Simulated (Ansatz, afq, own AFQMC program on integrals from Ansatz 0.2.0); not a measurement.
**CH₃AlO, singlet, reference energies and how methods fare**

| atom | x (Å) | y (Å) | z (Å) |
| --- | --- | --- | --- |
| C | -0.4126 | 0.4983 | -0.3154 |
| Al | 0.6980 | -0.8430 | 0.5336 |
| O | 1.6173 | -1.9531 | 1.2363 |
| H | 0.0681 | 1.4873 | -0.2640 |
| H | -1.3915 | 0.5622 | 0.1840 |
| H | -0.5793 | 0.2483 | -1.3745 |

Geometry: a PBE0/def2-SVP stationary point, not shown to be a minimum. Basis def2-TZVP. Noble-gas cores (and the filled d shells of Ga–Kr and In–Xe) are frozen. AFQMC by an in-house program on the Cholesky factors that Ansatz 0.2.0 writes for its CCSD(T) run. The CISD trial takes its coefficients from CCSD amplitudes. Released means that phaseless walkers are propagated on without the constraint, phases kept. Uncertainties: one standard error, sampling alone.

Best estimates are CCSD(T) at the basis-set limit (def2-TZVPP/QZVPP) plus the step from CCSD(T) to the highest rung at hand in def2-TZVP, named in the table (released AFQMC can keep some 10 meV of bias). Fragments are relaxed and keep their bonds. No zero-point, core-correlation or spin–orbit terms. Other levels are in def2-TZVP; a dash marks a level that is missing or breaks spin symmetry for a member.

Cautions: CH₃AlO (singlet): higher spins were not checked, raised T1 diagnostic (T1 0.024, weight of the determinant 0.83, largest double 0.04), the released value is read at 1.50 1/Eh with a noise of 12 meV, more than in the cases checked (meV from the phaseless value at times in 1/Eh: -15 ± 5 at 0.24, -25 ± 8 at 0.51, -21 ± 9 at 0.99, -30 ± 12 at 1.50); CH₃Al (singlet): restricted determinant unstable towards unrestricted (UHF 6 meV lower, ⟨S²⟩ 0.11).

```tsv
process	best estimate (kcal/mol)	highest rung
Al2–O3 → CH3Al (singlet; CH3–Al) + O (triplet)	126.5 ± 0.3	released AFQMC
to free atoms	506.7 ± 0.3	released AFQMC
```

Errors against the best estimates in kcal/mol, the processes numbered in the order above:

```json
{"level": "MP2", "error, 1": "8.6", "error, 2": "-4.7"}
{"level": "CCSD(T)", "error, 1": "-7.7", "error, 2": "-21.0"}
{"level": "ph-AFQMC/CISD", "error, 1": "-7.2 ± 0.2", "error, 2": "-20.4 ± 0.2"}
{"level": "CCSD(T)/CBS", "error, 1": "-1.0", "error, 2": "-1.0"}
{"level": "PBE", "error, 1": "6.3", "error, 2": "7.0"}
{"level": "r2SCAN", "error, 1": "2.0", "error, 2": "-0.5"}
{"level": "PBE0", "error, 1": "-6.8", "error, 2": "-9.9"}
{"level": "B3LYP", "error, 1": "-4.9", "error, 2": "-7.8"}
{"level": "wB97M-V", "error, 1": "-4.8", "error, 2": "-3.4"}
{"level": "B2PLYP", "error, 1": "-0.8", "error, 2": "-7.0"}
```

Cost at the first geometry (cards were shared with other jobs): PBE0/def2-TZVP, 2.5 s on 1 thread of AMD EPYC 7R13 Processor (Zen 3), with other jobs on the host; RCCSD(T)/def2-TZVP, 1.7 s on 1 × NVIDIA H100 80GB HBM3 with 1 thread of AMD EPYC 7R13 Processor (Zen 3) (shared host); CCSD(T)/def2-QZVPP, 2.7 s on 1 × NVIDIA H100 80GB HBM3 with 1 thread of AMD EPYC 7R13 Processor (Zen 3) (shared host); ph-AFQMC/CISD with release, 4.3 min on 1 × NVIDIA H100 80GB HBM3 with 2 threads of AMD EPYC 7R13 Processor (Zen 3), with other jobs on the host.

Best estimates are given only where the step beyond CCSD(T) is under 0.3 eV and no member's determinant is very poor (T1 over 0.05, or 0.07 for open shells, ⟨S²⟩ too high by 0.3, two states mixed), so the hardest cases are missing from such tables.

The functionals ran in a triple-zeta set and keep a basis error of their own, a few kJ/mol for each bond in atomization energies and more for double hybrids, so close places among them and the extrapolated levels can swap.

Each member of a difference takes its own highest rung, so a best estimate needn't equal the limit plus the step of one row. A walk keeps the symmetry of its determinant, which the program's search chose and which needn't be the lowest solution, so a lower state of the same spin and another symmetry isn't excluded. Released energies are given only where the last usable release times agree within the noise; a slower fall can still hide under it.
